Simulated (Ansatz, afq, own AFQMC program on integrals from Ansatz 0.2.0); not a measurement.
Integrals from Ansatz 0.2.0, then the random walk in our own AFQMC program (afq).

```yaml
crystal:
  periodic: [false, false, false]
  atoms:
    - {symbol: F, position_ang: [0.000000, 0.278033, 2.873384]}
    - {symbol: Al, position_ang: [0.000000, -0.336799, 1.330867]}
    - {symbol: Ga, position_ang: [0.000000, 0.037169, -1.299911]}
    - {symbol: H, position_ang: [0.000000, 1.204076, 0.134100]}
basis:
  gaussian: {orbitals: cc-pVDZ}
magnetization: {spin_polarized: false}
correlation: {method: ccsd_t, electrons: outside_noble_gas, hamiltonian_folder: ham}
```

```sh
$ ansatz run in.yaml --threads 1 --pin off --events-out ev --progress --plain --max-ram 1843MiB
```

Options of the walk:

```
--method phaseless --trial hf --walkers 120 --populations 1 --least-time 40 --time-step 0.005 --steps-per-block 20 --equilibration-blocks 112 --max-blocks 600 --target-error 0.00135 --factor-cut 1e-05 --seed 4624 --taylor-order 6
```

Times are imaginary, in 1/Eh. The walk had a cap of 997 s. Filled inner d shells are frozen with the cores.

Output of the walk:

```
orbitals 44  electrons 7 7  factors 337 of 675
reference energy -2265.18777693 Eh
CCSD correlation -0.32674397 Eh in 12 cycles, weight of the determinant in the CISD state 0.8424
energy of the start -2265.187777 Eh
 block  time / (1/Eh)  mean weight  energy / Eh
     1     0.100  1.0013  -2265.293060
     2     0.200  1.0024  -2265.339052
     3     0.300  1.0038  -2265.370930
     4     0.400  1.0012  -2265.402965
     5     0.500  1.0012  -2265.418566
    10     1.000  1.0029  -2265.475591
    52     5.200  0.9984  -2265.477086
    86     8.600  1.0004  -2265.575922
   171    17.100  0.9996  -2265.491521
   222    22.200  1.0021  -2265.587504
   256    25.600  1.0007  -2265.495192
   341    34.100  0.9993  -2265.497341
   426    42.600  0.9990  -2265.481667
   511    51.100  1.0032  -2265.528190
   596    59.600  1.0001  -2265.551756
   681    68.100  1.0003  -2265.535755
   698    69.800  0.9984  -2265.564946
blocks merged  error / Eh  count
     1  0.001215  600
     2  0.001547  300
     4  0.001962  150
     8  0.002376  75
    16  0.002757  37
    32  0.002520  18
    64  0.002877  9
energy -2265.525569 +/- 0.002757 Eh
(rows thinned)
```

The run passed its tests (sampling time, drift between the halves within three errors, error under three times the target), which doesn't prove that it has relaxed.

Against this walk (error 75.0 meV) on the same determinant: CCSD(T) 93.7 meV higher (within the noise), CCSDT(Q) 41.3 meV higher (within the noise), a separate phaseless walk with a CISD trial and standard settings 65.4 ± 76.5 meV higher (within the noise). The error is statistical and leaves out the bias of the constraint.

Cautions: constraint bias not in the error; error above the target (75.0 against 36.7 meV); no relativity below Rb; no spin-orbit coupling; inner d shell frozen.

The walk took 4.7 min on 1 thread of Arm Neoverse V1 (shared host). The log's last line is the phaseless energy.

CCSDT and higher add their correlation energy to the determinant of the CCSD(T) run, since their own runs factorise the integrals more tightly (a shift of under 2 meV). A walk keeps the symmetry of its determinant, which the program's search chose and which needn't be the lowest solution, so a lower state of the same spin and another symmetry isn't excluded.
